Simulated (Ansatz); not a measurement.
The input, for Ansatz 0.2.0:

```yaml
crystal:
  periodic: [false, false, false]
  atoms:
    - {symbol: C, position_ang: [0.139933, -0.005882, 1.564023]}
    - {symbol: As, position_ang: [-0.024941, 0.002492, -0.220505]}
    - {symbol: H, position_ang: [0.051679, 1.173233, -1.132395]}
    - {symbol: H, position_ang: [0.134788, -1.288367, -1.114181]}
basis:
  gaussian: {orbitals: cc-pVDZ}
magnetization: {spin_polarized: false, initial_magnetization: 1}
hamiltonian: {xc: {name: PBE0}}
correlation: {method: bccd_t, electrons: outside_noble_gas, diis_vectors: 12}
```

```sh
$ ansatz run in.yaml --threads 1 --pin off --events-out ev --progress --plain --max-ram 2393MiB
```

(1) Roughly how long does this take on 1 thread of AMD EPYC, shared host, and how much host memory?

```
547 factors; integrals over basis functions are off by at most 1.3e-3 eV
mean field evaluation 1: about -61892.3139 eV, gradient 3.1e1 eV
mean field evaluation 2: about -61892.3443 eV, gradient 3.1e1 eV
mean field evaluation 4: about -61895.3815 eV, gradient 6.2e0 eV
mean field evaluation 8: about -61895.5792 eV, gradient 4.6e-1 eV
mean field evaluation 16: about -61895.5801 eV, gradient 1.3e-4 eV
mean field -61895.58007568 eV, -2274.6206134503 hartree, gradient 1.5e-6 eV, S^2 0.750000; 1 other end points of the search recorded, 0 dependent functions left out
mean field evaluation 32: about -61851.2164 eV, gradient 6.8e0 eV
mean field evaluation 64: about -61846.8720 eV, gradient 1.6e1 eV
15 core orbitals not correlated: weight in the atoms' cores, before any rotation towards them, 0.999 or more for the frozen orbitals, at most 0.000 for the correlated occupied ones
reference -61851.07359811 eV, -2272.9850305671 hartree; 6, 5 occupied and 30, 31 virtual orbitals, 547 factors
second order -6.39723558 eV of doubles, -0.31375340 eV of singles
cycle   1  -6.82113436 eV  change   -1.1e-1 eV  update   1.1e-1
cycle   2  -7.09222082 eV  change   -2.7e-1 eV  update   4.6e-2
cycle   3  -7.19419366 eV  change   -1.0e-1 eV  update   2.1e-2
cycle   4  -7.21549795 eV  change   -2.1e-2 eV  update   1.1e-2
cycle   5  -7.21378065 eV  change    1.7e-3 eV  update   6.7e-3
cycle   6  -7.21139153 eV  change    2.4e-3 eV  update   3.5e-3
cycle   7  -7.21061850 eV  change    7.7e-4 eV  update   1.7e-3
cycle   8  -7.21103597 eV  change   -4.2e-4 eV  update   9.3e-4
cycle   9  -7.21099118 eV  change    4.5e-5 eV  update   5.1e-4
cycle  10  -7.21090019 eV  change    9.1e-5 eV  update   2.5e-4
cycle  11  -7.21091416 eV  change   -1.4e-5 eV  update   9.6e-5
cycle  12  -7.21089422 eV  change    2.0e-5 eV  update   4.2e-5
cycle  13  -7.21087740 eV  change    1.7e-5 eV  update   2.1e-5
cycle  14  -7.21086652 eV  change    1.1e-5 eV  update   9.2e-6
perturbative correction -0.35392341 eV, -0.0130064455 hartree
Total energy: -61858.63838804 eV, -2273.2630314694 hartree
```

Answers

(1) 13 s wall and 0.15 GiB.
